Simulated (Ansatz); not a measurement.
We consider 2H WSe2, described by PBE-D4 in Ansatz (PAW).

Numerical settings: plane-wave cutoff 520 eV, 12×12×4 k mesh (along the axes of the cell as run), perturbation theory, no spin polarisation, scalar-relativistic PAW data made under PBE.

Computed at the level's own relaxed cell.

Harmonic phonon frequencies (cm⁻¹; i marks an imaginary mode; at Γ without the LO shift):

```
q point                                                              frequencies
-------  -----------------------------------------------------------------------
Γ                 0 0 0 26 26 43 171 171 173 173 243 243 243 243 244 250 302 305
M         96 100 119 124 127 128 188 191 210 218 227 229 238 239 257 258 263 265
K        100 100 126 126 139 142 207 207 212 213 213 216 249 249 250 252 256 256
A              18 18 18 18 30 30 172 172 172 172 243 243 243 243 247 247 305 305
```

No imaginary mode appears at these points.

Note: the dispersion coefficients are held fixed in the derivatives.

Ansatz is a first-principles code.
